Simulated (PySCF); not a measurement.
Neon: a sound run and one with changed settings

Sound run: Ne [Ne], Ne⁺ [He] 2s2 2p5. All numbers are calculated (PySCF 2.14, the non-relativistic Hamiltonian (point nucleus), in pcseg-2 (4s3p2d1f, 30 functions)). In the sound run the correlated levels freeze 1s2. The sound run starts from symmetry-adapted Hartree-Fock orbitals and uses a fine grid where one is needed.

Changed run: a valence shell is frozen. This setting is unsound on purpose.

```
species   method  sound run (hartree)  changed run (hartree)  converged
     Ne      MP2           -128.78420             -128.71832        yes
     Ne  CCSD(T)           -128.79103             -128.72138        yes
    Ne⁺      MP2           -127.98998             -127.92545        yes
    Ne⁺  CCSD(T)           -128.00436             -127.93253        yes
```

Ionisation energy of Ne:

| method | sound run (eV) | changed run (eV) |
| --- | --- | --- |
| UHF | 19.704 | 19.704 |
| MP2 | 21.612 | 21.575 |
| SCS-MP2 | 21.464 | 21.469 |
| CCSD | 21.354 | 21.413 |
| CCSD(T) | 21.406 | 21.466 |

Freezing a valence shell removes pair correlation that changes on ionisation.

For comparison, NIST gives 21.565 eV between the lowest levels.
